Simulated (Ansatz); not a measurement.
# Worked example: the enthalpy of C2H3F → C2H2 + HF

Species: C2H3F `C=CF`, singlet; C2H2 (acetylene) `C#C`, singlet; HF (hydrogen fluoride), singlet. 

Shapes, held fixed at every level: PBE0-D4/def2-TZVP. Programs: Ansatz 0.2.0. The zero-point and thermal terms to 298 K, harmonic and unscaled (PBE0-D4/def2-TZVP), stand in the table.

At HF/def2-TZVPP; 1 Eh = 2625.50 kJ/mol:

```
species  energy (Eh)  H(298 K) − E (kJ/mol)  tabulated ΔfH (kJ/mol)
  C2H3F  -176.962625                  127.2                  -142.5
   C2H2   -76.852363                   80.8                  +228.3
     HF  -100.065200                   33.5                  -272.7
```

Problem. Work out the reaction enthalpy at 298 K from the calculation and from the table of heats.

Solution. 
1. Electronic: (-76.852363) + (-100.065200) − [(-176.962625)] = 0.045062 Eh = +118.3 kJ/mol.
2. Zero-point and thermal: (80.8) + (33.5) − [(127.2)] = -12.9 kJ/mol.
3. Computed ΔH = +105.4 kJ/mol.
4. From the heats of formation (Active Thermochemical Tables): (228.3) + (-272.7) − [(-142.5)] = +98.1 kJ/mol.
5. Computed less tabulated: +7.3 kJ/mol. Tabulated heats carry uncertainties of their own.
